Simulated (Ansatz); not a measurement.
`CCC(Cl)CCl` and `ClCCCl` differ in one atom or group.

Ansatz, PBE0-D4/def2-TZVP geometries, multiplicity 1. Each molecule was computed in one conformer, which needn't be the lowest.

```json
{"property": "LUMO energy (B3LYP/def2-TZVPP) / eV", "`CCC(Cl)CCl`": "0.06"}
{"property": "HOMO energy (PBE0/def2-TZVPP) / eV", "`CCC(Cl)CCl`": "-8.51"}
{"property": "size of the dipole moment (ωB97M-V/def2-TZVPP) / D", "`CCC(Cl)CCl`": "0.65"}
{"property": "LUMO energy (PBE/def2-TZVPP) / eV", "`CCC(Cl)CCl`": "-0.83"}
{"property": "HOMO–LUMO gap (B3LYP/def2-TZVPP) / eV", "`CCC(Cl)CCl`": "8.31"}
{"property": "HOMO–LUMO gap (PBE/def2-TZVPP) / eV", "`CCC(Cl)CCl`": "6.28"}
```

(1) What does the change do to each property? (Best estimate.)

Results:

(1) Ansatz gave: 
```tsv
property	`ClCCCl`	shift
LUMO energy (B3LYP/def2-TZVPP) / eV	0.04	-0.02
HOMO energy (PBE0/def2-TZVPP) / eV	-8.65	-0.14
size of the dipole moment (ωB97M-V/def2-TZVPP) / D	0.00	-0.65
LUMO energy (PBE/def2-TZVPP) / eV	-0.85	-0.02
HOMO–LUMO gap (B3LYP/def2-TZVPP) / eV	8.44	0.13
HOMO–LUMO gap (PBE/def2-TZVPP) / eV	6.40	0.12
```

B3LYP here is the variant with VWN-RPA as its local correlation; programs differ in this.
